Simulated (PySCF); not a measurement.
Structure with atom numbers: `[cH:1]1[cH:2][cH:3][o:4][cH:5]1` (H(Xn): hydrogen on atom n).

[PySCF 2.14: shieldings: GIAO B97-2/pcSseg-2; geometry from PBE0-D3(BJ)/def2-TZVP; rapidly exchanging positions averaged; a single conformation; no solvent; no relativistic terms]

References, each an isolated molecule treated in the same way: 13C and 1H against TMS; 17O vs H2O.

| atoms | nucleus | count | δ (ppm) |
| --- | --- | --- | --- |
| H(C3)/H(C5) | 1H | 2 | 7.62 |
| C1/C2 | 13C | 2 | ? |
| C3/C5 | 13C | 2 | 148.7 |
| H(C1)/H(C2) | 1H | 2 | 6.64 |
| O4 | 17O | 1 | ? |

Q: Fill in the missing shifts.

A: 
- C1/C2: 115.9 ppm, aromatic CH
- O4: 299.2 ppm, aromatic ring oxygen

Shifts are as computed. Against solution values, carbons near 30 ppm lie about +3 ppm off and those near 130 ppm about +7 ppm. Of 1211 compounds with measured shifts, 218 miss one by over three times the rms of a fit or turn the order of signals round; such compounds aren't used in these exercises. Unscaled 17O shifts of doubly bonded oxygen tend to come out too high, by tens of ppm or more. Experimental scales use liquid or dissolved standards, which lie at an offset from isolated H2O (liquid H2O: subtract about 36 ppm).
